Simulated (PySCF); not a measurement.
**Aluminium: a sound run and one with changed settings**

Sound run: Al [Ne] 3s2 3p1, Al⁺ [Ne] 3s2. Computed with PySCF 2.14 in cc-pV(T+d)Z, with no relativity, point nucleus. In the sound run the correlated levels freeze [Ne]. The sound run starts from symmetry-adapted Hartree-Fock orbitals and uses a fine grid where one is needed.

A second run was set up differently.

| species | method | sound run (hartree) | changed run (hartree) | converged |
| --- | --- | --- | --- | --- |
| Al | UHF | -241.87908 | -241.87908 | yes |
| Al | PBE0 | -242.25214 | -242.25214 | yes |
| Al | MN15 | -242.24957 | -242.24957 | yes |
| Al | MP2 | -241.91496 | -241.89911 | yes |
| Al | CCSD(T) | -241.93131 | -241.93131 | yes |
| Al⁺ | UHF | -241.67338 | -241.67338 | yes |
| Al⁺ | PBE0 | -242.02843 | -242.02843 | yes |
| Al⁺ | MN15 | -242.04105 | -242.04105 | yes |
| Al⁺ | MP2 | -241.70114 | -241.68880 | yes |
| Al⁺ | CCSD(T) | -241.71291 | -241.71291 | yes |

Ionisation energy of Al:

| method | sound run (eV) | changed run (eV) |
| --- | --- | --- |
| UHF | 5.598 | 5.598 |
| PBE0 | 6.088 | 6.088 |
| MN15 | 5.674 | 5.674 |
| MP2 | 5.818 | 5.723 |
| SCS-MP2 | 5.803 | 5.714 |
| CCSD | 5.912 | 5.912 |
| CCSD(T) | 5.943 | 5.943 |

(1) What was changed?
A. radial grid too coarse
B. minimal basis
C. level shift left on
D. all electrons correlated in a valence basis

Answers

(1) C. It used initial guess minao, at most 50 SCF cycles, level shift 0.5 hartree. A level shift leaves the converged SCF energy unchanged but raises the virtual orbital energies, which shrinks MP2 if it is not removed.
